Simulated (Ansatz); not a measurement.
**Structural energy differences of beryllium**

Computed with DFT, BLYP, plane waves (420 eV) with PAW, scalar-relativistic in Ansatz. (PAW data from PBE, frozen cores regenerated.)

Each structure is relaxed within its own symmetry, so a high-lying one may be dynamically unstable.

| structure | ΔE (meV/atom) | V (Å³/atom) | cell | magnetic state |
| --- | --- | --- | --- | --- |
| hcp | 0 | 7.93 | a = 2.272 Å, c = 3.548 Å (c/a = 1.561) | spin not included |
| dhcp | 36 | 7.92 | a = 2.259 Å, c = 7.166 Å (c/a = 3.171) | spin not included |
| fcc | 89 | 7.89 | a = 3.160 Å | spin not included |
| A15 | 103 | 8.11 | a = 4.019 Å | spin not included |
| bcc | 115 | 7.83 | a = 2.502 Å | spin not included |
| omega (AlB2-type) | 197 | 8.11 | a = 3.568 Å, c = 2.206 Å (c/a = 0.618) | spin not included |
| simple cubic | 956 | 10.51 | a = 2.191 Å | spin not included |
| diamond | 1407 | 15.36 | a = 4.971 Å | spin not included |

ΔE counts from hcp.

Differences under about 8 meV lie within the error of the k-point mesh.
